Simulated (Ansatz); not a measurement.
`[AlH2][Cl]` and `[NH2][AlH][Cl]` differ in one atom or group.

Ansatz, PBE0-D4/def2-TZVP geometries, multiplicity 1. Each molecule was computed in one conformer, which needn't be the lowest.

```tsv
property	`[AlH2][Cl]`
size of the dipole moment (B3LYP/def2-TZVPP) / D	1.21
HOMO energy (PBE0/def2-TZVPP) / eV	-8.58
size of the dipole moment (PBE/def2-TZVPP) / D	1.12
size of the dipole moment (ωB97M-V/def2-TZVPP) / D	1.22
LUMO energy (B3LYP/def2-TZVPP) / eV	-1.85
HOMO energy (ωB97M-V/def2-TZVPP) / eV	-10.77
```

Question: What does the change do to each property? (Estimate.)

Answer: The calculation gave: 
| property | `[NH2][AlH][Cl]` | shift |
| --- | --- | --- |
| size of the dipole moment (B3LYP/def2-TZVPP) / D | 2.18 | 0.97 |
| HOMO energy (PBE0/def2-TZVPP) / eV | -7.81 | 0.77 |
| size of the dipole moment (PBE/def2-TZVPP) / D | 2.19 | 1.07 |
| size of the dipole moment (ωB97M-V/def2-TZVPP) / D | 2.16 | 0.94 |
| LUMO energy (B3LYP/def2-TZVPP) / eV | -0.67 | 1.18 |
| HOMO energy (ωB97M-V/def2-TZVPP) / eV | -10.20 | 0.57 |

With PBE0 the HOMO rises by 0.77 eV and the LUMO rises by 1.17 eV, so the gap widens by about 0.40 eV. PBE moves the HOMO by 0.85 eV and ωB97M-V by 0.57 eV. The zero-point energy changes by 51.7 kJ/mol with +6 modes. Dipoles are sizes alone; their direction can turn.

B3LYP here is the variant with VWN-RPA as its local correlation; programs differ in this.
